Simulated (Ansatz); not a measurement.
Born–Oppenheimer molecular dynamics of CH6AlSi (9 atoms, charge -1, multiplicity 1). It starts from a relaxed structure.

Level of theory: RKS B3LYP/def2-SVP (Ansatz).

```
ensemble                      : NVE (velocity Verlet)
time step                     : 0.5 fs
steps asked                   : 150
starting velocities drawn for : 500 K
seed                          : 192193
```

First frame:

```xyz
9
Properties=species:S:1:pos:R:3
C -0.812 1.268 -0.742
Al 0.489 -0.248 -0.432
Si 0.959 -1.255 1.678
H -0.287 2.231 -0.897
H -1.406 1.091 -1.660
H -1.526 1.410 0.088
H 1.539 -0.256 -1.689
H 1.450 -2.668 1.356
H -0.405 -1.574 2.297
```

How far do the bonds stretch over the last three quarters of this one trajectory? (Pairs bonded in most of those frames.)


| bond | mean (Å) | spread (Å) | shortest | longest |
| --- | --- | --- | --- | --- |
| C1–Al2 | 2.030 | 0.040 | 1.98 | 2.10 |
| C1–H4 | 1.112 | 0.026 | 1.07 | 1.15 |
| C1–H5 | 1.110 | 0.017 | 1.08 | 1.14 |
| C1–H6 | 1.111 | 0.054 | 1.03 | 1.19 |
| Al2–Si3 | 2.445 | 0.115 | 2.25 | 2.56 |
| Al2–H7 | 1.651 | 0.061 | 1.56 | 1.74 |
| Si3–H8 | 1.539 | 0.016 | 1.51 | 1.56 |
| Si3–H9 | 1.538 | 0.022 | 1.51 | 1.58 |

Mean temperature of the second half: 227 K. The conserved energy stayed within 0.36 meV per atom of its start (net change 0.2 meV per atom), so the integration is sound. Over the second half the temperature averaged 0.45 of the 500 K drawn at the start: a run that starts near a minimum puts about half its kinetic energy into the potential. A run of 0.075 ps of so small a system gives no equilibrium averages. Limits of this set-up: an anion without diffuse functions.

The run took 8.1 min on 1 thread of Arm Neoverse N1, on a shared host, peak memory 0.14 GiB.
